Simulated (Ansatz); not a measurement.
**AlBH+ (singlet): wave-function methods side by side, cc-pVTZ**

One table from this session's results is given with a row withheld; the runs are named, their logs left out.

Program: Ansatz 0.2.0, Gaussian basis. Level of theory: cc-pVTZ, core rule «outside noble gas», up to 6 orbitals frozen. These are calculated values, not measurements.

To be run: UHF; CCSD(T) on RHF; CCSD(T) on UHF; BCCD(T) on RHF; CCSDT(Q) on RHF; CCSDT(Q) on UHF.

21 further runs of the same task are left out: 4 for a known fault of the program, 6 that didn't finish, 11 set aside as unsound or not needed. Runs told in other sessions of the task aren't counted.

**The geometry**

The geometry is a PBE0/def2-TZVP stationary point (not a proven minimum) of the parent state, kept for this charge and spin.

3 atoms, charge 1, spin multiplicity 1.

Atoms are counted from 1 here; the program's logs count them from 0.

Bond lengths: B1–Al2 2.077 Å, Al2–H3 1.601 Å. Angles: B1–Al2–H3 125.0°.

The first run:

Input file in.yaml:

```yaml
crystal:
  periodic: [false, false, false]
  atoms:
    - {symbol: B, position_ang: [0.000000, -0.138799, 1.515922]}
    - {symbol: Al, position_ang: [0.000000, 0.096806, -0.547327]}
    - {symbol: H, position_ang: [0.000000, -1.102664, -1.608146]}
basis:
  gaussian: {orbitals: cc-pVTZ}
total_charge: 1
magnetization: {spin_polarized: true, initial_magnetization: 0}
hamiltonian: {xc: hf}
output: {orbitals: {seedname: orbitals}}
```

Command:

```
ansatz run in.yaml --threads 1 --pin off --events-out ev --progress --plain --max-ram 2393MiB
```

Steps of the session up to this table: UHF; CCSD(T) on RHF; CCSD(T) on UHF; BCCD(T) on RHF; CCSDT(Q) on RHF; CCSDT(Q) on UHF.

One table of the session follows, with a row left open; its other results are not shown here.

| method | from RCCSDT(Q) (kcal/mol) |
| --- | --- |
| RHF | +102.89 |
| UHF | +84.41 |
| RMP2 | +29.94 |
| UMP2 | ? |
| RCCSD | +4.94 |
| UCCSD | +5.71 |
| RCCSD(T) | +1.08 |
| UCCSD(T) | +2.38 |
| BCCD(T) | +1.12 |
| RCCSDT | +0.36 |
| UCCSDT | +0.48 |
| RCCSDT(Q) | 0 |
| UCCSDT(Q) | +0.01 |

**Question.** Estimate the row for UMP2.

The run gave: from RCCSDT(Q) (kcal/mol): +29.31. In the column «from RCCSDT(Q) (kcal/mol)» it lies between UCCSD (+5.71) and RMP2 (+29.94).

To keep in mind: The determinant of HF (⟨S²⟩ 0.91) is far from a pure spin state, so its energy mixes those of several spin states; that is harmless only where they are near-degenerate. The determinant of CCSD(T) (⟨S²⟩ 0.91) is far from a pure spin state, so its energy mixes those of several spin states; high orders of coupled cluster remove much of that, low ones don't. The determinant of CCSDT(Q) (⟨S²⟩ 0.91) is far from a pure spin state, so its energy mixes those of several spin states; high orders of coupled cluster remove much of that, low ones don't. Restricted and unrestricted rows rest on different reference determinants; a gap between their highest levels can come from leftover correlation error, from unlike frozen cores or from another state.
